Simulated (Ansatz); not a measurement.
**C5H10 (1-pentene): levels of theory compared**

We compute a comparison of 6 runs (B3LYP/6-31G*, HSE06/6-31G*, r2SCAN/6-31G*, revPBE/6-31G*, BCCD(T)/6-31G*, CCSD/6-31G*) of C5H10 (1-pentene). 

Program for the calculation: Ansatz 0.2.0.

27 further runs of the same task are left out: 27 set aside as unsound or not needed.

## Step 1: The molecule

C5H10: 15 atoms, total charge 0, spin state singlet. As SMILES, `C=CCCC`. One bond was lengthened or shortened from a relaxed shape.

Bond lengths: C1–C2 1.524 Å, C2–C3 1.492 Å, C3–C4 1.529 Å, C4–C5 1.519 Å, C1–H6 1.084 Å, C1–H7 1.086 Å, C2–H8 1.090 Å, C3–H9 1.097 Å, C3–H10 1.095 Å, C4–H11 1.095 Å, C4–H12 1.096 Å, C5–H13 1.094 Å, C5–H14 1.092 Å, C5–H15 1.092 Å. Some angles: C1–C2–C3 125.5°, C2–C3–C4 113.0°, C3–C4–C5 113.2°, C1–C2–H8 118.8°, C3–C2–H8 115.7°, C2–C1–H6 121.7°, C2–C1–H7 121.3°, C2–C3–H9 108.9°, C2–C3–H10 109.6°, C4–C3–H9 108.6°.

## Step 2: A single-point energy at B3LYP/6-31G(d) (spherical functions) (run 1)

The input, molecule.yaml:

```yaml
crystal:
  periodic: [false, false, false]
  atoms:
    - symbol: C
      position_ang: [-0.519669, 1.681723, 1.682958]
    - symbol: C
      position_ang: [-0.106700, 0.249500, 1.363600]
    - symbol: C
      position_ang: [0.933300, -0.151100, 0.371600]
    - symbol: C
      position_ang: [0.382800, -1.036500, -0.747200]
    - symbol: C
      position_ang: [-0.616700, -0.321100, -1.638900]
    - symbol: H
      position_ang: [-1.286169, 1.903423, 2.416558]
    - symbol: H
      position_ang: [-0.053469, 2.527623, 1.186458]
    - symbol: H
      position_ang: [-0.605200, -0.569000, 1.882700]
    - symbol: H
      position_ang: [1.728400, -0.698400, 0.892300]
    - symbol: H
      position_ang: [1.394800, 0.744600, -0.058300]
    - symbol: H
      position_ang: [1.219900, -1.402800, -1.349900]
    - symbol: H
      position_ang: [-0.084500, -1.923400, -0.303900]
    - symbol: H
      position_ang: [-0.157700, 0.545800, -2.123100]
    - symbol: H
      position_ang: [-1.472200, 0.041100, -1.064100]
    - symbol: H
      position_ang: [-0.992400, -0.981000, -2.424100]
basis:
  gaussian:
    orbitals: 6-31G_st_-spherical.json
hamiltonian:
  xc: {name: B3LYP}
output: {orbitals: {seedname: orbitals}}
accuracy: high
```

The basis set 6-31G* is read from a file made from the Basis Set Exchange's data (not shown).

Started as:

```console
ansatz run molecule.yaml --threads 1 --pin off --max-ram 3480MiB --events-out events.jsonl --progress --plain --runs-dir runs
```

What it wrote:

```text
Warning: RAYON_NUM_THREADS=1 ignored (pool sized by the plan → 1); use --threads N
Functional definition: B3LYP
  name "B3LYP"
  parameter a0 = 0.2
  parameter ax = 0.72
  parameter ac = 0.81
  exchange = (1 - a0 - ax)*slater_x + ax*b88_x + a0*exact_x
  correlation = (1 - ac)*vwn_rpa_c + ac*lyp_c
2332 factors; integrals over basis functions are off by at most 3.3e-9 eV
mean field evaluation 1: about -5339.1304 eV, gradient 5.5e1 eV
mean field evaluation 2: about -5337.0576 eV, gradient 6.1e1 eV
mean field evaluation 4: about -5346.7226 eV, gradient 4.9e0 eV
mean field evaluation 8: about -5347.0732 eV, gradient 1.2e-1 eV
mean field evaluation 16: about -5347.0732 eV, gradient 2.6e-5 eV
mean field -5347.07322065 eV, -196.5013164823 hartree, gradient 2.0e-8 eV, S^2 0.000000; 0 other end points of the search recorded, 0 dependent functions left out
reference -5347.07325994 eV, -196.5013179262 hartree; 20, 20 occupied and 70, 70 virtual orbitals, 2332 factors
Total energy: -5347.07325994 eV, -196.5013179262 hartree
```

It took 11 s on 1 thread of Arm Neoverse V2, shared host; peak memory 0.34 GiB.

## Step 3: A single-point energy at HSE06/6-31G(d) (spherical functions) (run 2)

The input, job.yaml:

```yaml
crystal:
  periodic: [false, false, false]
  atoms:
    - {symbol: C, position_ang: [-0.519669, 1.681723, 1.682958]}
    - {symbol: C, position_ang: [-0.106700, 0.249500, 1.363600]}
    - {symbol: C, position_ang: [0.933300, -0.151100, 0.371600]}
    - {symbol: C, position_ang: [0.382800, -1.036500, -0.747200]}
    - {symbol: C, position_ang: [-0.616700, -0.321100, -1.638900]}
    - {symbol: H, position_ang: [-1.286169, 1.903423, 2.416558]}
    - {symbol: H, position_ang: [-0.053469, 2.527623, 1.186458]}
    - {symbol: H, position_ang: [-0.605200, -0.569000, 1.882700]}
    - {symbol: H, position_ang: [1.728400, -0.698400, 0.892300]}
    - {symbol: H, position_ang: [1.394800, 0.744600, -0.058300]}
    - {symbol: H, position_ang: [1.219900, -1.402800, -1.349900]}
    - {symbol: H, position_ang: [-0.084500, -1.923400, -0.303900]}
    - {symbol: H, position_ang: [-0.157700, 0.545800, -2.123100]}
    - {symbol: H, position_ang: [-1.472200, 0.041100, -1.064100]}
    - {symbol: H, position_ang: [-0.992400, -0.981000, -2.424100]}
basis:
  gaussian: {orbitals: 6-31G_st_-spherical.json}
hamiltonian: {xc: {name: HSE06}}
accuracy: high
output: {orbitals: {seedname: orbitals}}
```

The basis set 6-31G* is read from a file made from the Basis Set Exchange's data (not shown).

Started as:

```console
ansatz run job.yaml --threads 1 --pin off --max-ram 3480MiB --events-out events.jsonl --progress --plain --runs-dir runs
```

What it wrote:

```text
Warning: RAYON_NUM_THREADS=1 ignored (pool sized by the plan → 1); use --threads N
Functional definition: HSE06
  name "HSE06"
  parameter a = 0.25
  parameter omega = 0.11/bohr
  exchange = pbe_x - a*pbe_x_sr(omega) + a*exact_x_sr(omega)
  correlation = pbe_c
2332 factors; integrals over basis functions are off by at most 3.3e-9 eV
125 factors; integrals over basis functions are off by at most 6.2e-10 eV
mean field evaluation 1: about -5332.6018 eV, gradient 5.2e1 eV
mean field evaluation 2: about -5330.8084 eV, gradient 5.8e1 eV
mean field evaluation 4: about -5339.3975 eV, gradient 5.1e0 eV
mean field evaluation 8: about -5339.8184 eV, gradient 3.5e-1 eV
mean field evaluation 16: about -5339.8187 eV, gradient 8.3e-5 eV
mean field -5339.81873241 eV, -196.2347189570 hartree, gradient 4.9e-8 eV, S^2 0.000000; 0 other end points of the search recorded, 0 dependent functions left out
reference -5339.81873503 eV, -196.2347190533 hartree; 20, 20 occupied and 70, 70 virtual orbitals, 2332 factors
Total energy: -5339.81873503 eV, -196.2347190533 hartree
```

It took 11 s on 1 thread of Arm Neoverse V2, shared host; peak memory 0.34 GiB.

Run 3 isn't shown in full; the table further down has it.

## Step 4: The energy at revPBE/6-31G(d) (spherical functions) (run 4)

The input, in.yaml:

```yaml
crystal:
  periodic: [false, false, false]
  atoms:
    - {symbol: C, position_ang: [-0.519669, 1.681723, 1.682958]}
    - {symbol: C, position_ang: [-0.106700, 0.249500, 1.363600]}
    - {symbol: C, position_ang: [0.933300, -0.151100, 0.371600]}
    - {symbol: C, position_ang: [0.382800, -1.036500, -0.747200]}
    - {symbol: C, position_ang: [-0.616700, -0.321100, -1.638900]}
    - {symbol: H, position_ang: [-1.286169, 1.903423, 2.416558]}
    - {symbol: H, position_ang: [-0.053469, 2.527623, 1.186458]}
    - {symbol: H, position_ang: [-0.605200, -0.569000, 1.882700]}
    - {symbol: H, position_ang: [1.728400, -0.698400, 0.892300]}
    - {symbol: H, position_ang: [1.394800, 0.744600, -0.058300]}
    - {symbol: H, position_ang: [1.219900, -1.402800, -1.349900]}
    - {symbol: H, position_ang: [-0.084500, -1.923400, -0.303900]}
    - {symbol: H, position_ang: [-0.157700, 0.545800, -2.123100]}
    - {symbol: H, position_ang: [-1.472200, 0.041100, -1.064100]}
    - {symbol: H, position_ang: [-0.992400, -0.981000, -2.424100]}
basis:
  gaussian:
    orbitals: 6-31G_st_-spherical.json
accuracy: high
output: {orbitals: {seedname: orbitals}}
hamiltonian:
  xc: {name: revPBE}
```

The basis set 6-31G* is read from a file made from the Basis Set Exchange's data (not shown).

Started as:

```console
ansatz run in.yaml --threads 1 --pin off --max-ram 3480MiB --events-out events.jsonl --progress --plain --runs-dir runs
```

What it wrote:

```text
Warning: RAYON_NUM_THREADS=1 ignored (pool sized by the plan → 1); use --threads N
Functional definition: revPBE
  name "revPBE"
  parameter kappa = 1.245
  parameter beta = 0.06672455060314922
  exchange = pbe_x(kappa = kappa, mu = beta*pi^2/3)
  correlation = pbe_c(beta = beta)
2332 factors; integrals over basis functions are off by at most 3.3e-9 eV
mean field evaluation 1: about -5335.3886 eV, gradient 6.1e1 eV
mean field evaluation 2: about -5326.1958 eV, gradient 8.4e1 eV
mean field evaluation 4: about -5344.9174 eV, gradient 1.2e1 eV
mean field evaluation 8: about -5345.2892 eV, gradient 1.4e-1 eV
mean field evaluation 16: about -5345.2892 eV, gradient 1.1e-5 eV
mean field -5345.28923791 eV, -196.4357563259 hartree, gradient 3.1e-8 eV, S^2 0.000000; 0 other end points of the search recorded, 0 dependent functions left out
reference -5345.28924122 eV, -196.4357564478 hartree; 20, 20 occupied and 70, 70 virtual orbitals, 2332 factors
Total energy: -5345.28924122 eV, -196.4357564478 hartree
```

Wall time 8.4 s (1 thread of Arm Neoverse V2, shared host); peak memory 0.27 GiB.

Run 5 isn't shown in full; the table further down has it.

## Step 5: A single-point energy at CCSD/6-31G(d) (spherical functions) (run 6)

The input, job.yaml:

```yaml
basis:
  gaussian: {orbitals: 6-31G_st_-spherical.json}
crystal:
  periodic: [false, false, false]
  atoms:
    - symbol: C
      position_ang: [-0.519669, 1.681723, 1.682958]
    - symbol: C
      position_ang: [-0.106700, 0.249500, 1.363600]
    - symbol: C
      position_ang: [0.933300, -0.151100, 0.371600]
    - symbol: C
      position_ang: [0.382800, -1.036500, -0.747200]
    - symbol: C
      position_ang: [-0.616700, -0.321100, -1.638900]
    - symbol: H
      position_ang: [-1.286169, 1.903423, 2.416558]
    - symbol: H
      position_ang: [-0.053469, 2.527623, 1.186458]
    - symbol: H
      position_ang: [-0.605200, -0.569000, 1.882700]
    - symbol: H
      position_ang: [1.728400, -0.698400, 0.892300]
    - symbol: H
      position_ang: [1.394800, 0.744600, -0.058300]
    - symbol: H
      position_ang: [1.219900, -1.402800, -1.349900]
    - symbol: H
      position_ang: [-0.084500, -1.923400, -0.303900]
    - symbol: H
      position_ang: [-0.157700, 0.545800, -2.123100]
    - symbol: H
      position_ang: [-1.472200, 0.041100, -1.064100]
    - symbol: H
      position_ang: [-0.992400, -0.981000, -2.424100]
correlation: {method: ccsd, frozen_orbitals: {C: 1, H: 0}}
accuracy: high
scf: {omitted_lower_state_checks: [cluster_reference, increment]}
```

The basis set 6-31G* is read from a file made from the Basis Set Exchange's data (not shown).

Started as:

```console
ansatz run job.yaml --threads 1 --pin off --max-ram 3480MiB --events-out events.jsonl --progress --plain --runs-dir runs
```

What it wrote:

```text
Warning: RAYON_NUM_THREADS=1 ignored (pool sized by the plan → 1); use --threads N
[... 11 lines left out ...]
5 core orbitals not correlated: weight in the atoms' cores, before any rotation towards them, 1.000 or more for the frozen orbitals, at most 0.000 for the correlated occupied ones
[... 23 lines left out ...]
Total energy: -5328.39265750 eV, -195.8148184488 hartree
Checks for a lower state left out: cluster_reference, increment
```

It took 27 s on 1 thread of Arm Neoverse V2, shared host; peak memory 0.64 GiB.

## Step 6: All runs side by side

```
run                                 level  frozen core orbitals  energy (Eh)  HOMO energy (eV)  LUMO energy (eV)  HOMO–LUMO gap (eV)  wall time
  1    B3LYP/6-31G* (spherical functions)                     –  -196.501318             -6.10             -0.28                5.82       11 s
  2    HSE06/6-31G* (spherical functions)                     –  -196.234719             -5.96             -0.49                5.47       11 s
  3   r2SCAN/6-31G* (spherical functions)                     –  -196.359939             -5.50             -0.98                4.51       18 s
  4   revPBE/6-31G* (spherical functions)                     –  -196.435756             -5.21             -1.03                4.19      8.4 s
  5  BCCD(T)/6-31G* (spherical functions)                     5  -195.839501                 –                 –                   –       52 s
  6     CCSD/6-31G* (spherical functions)                     5  -195.814818                 –                 –                   –       27 s
```

## Step 7: What came out

| quantity | value |
| --- | --- |
| run 6: total energy | -195.81482 Eh |
| run 6: correlation energy (5 core orbitals frozen) | -715.2 mEh |
| run 6: T1 diagnostic | 0.011 |

**Reading.** Over runs 1, 2, 3, 4 the HOMO–LUMO gap runs from 4.19 eV (revPBE/6-31G*) to 5.82 eV (B3LYP/6-31G*). Totals of different functionals can't be ranked against each other. In runs 5, 6 the log says that unrestricted orbitals would lower the reference, so the values rest on an unstable closed-shell determinant (other closed-shell runs at this shape may share the fault). All runs together took 2.1 min, the longest 52 s.
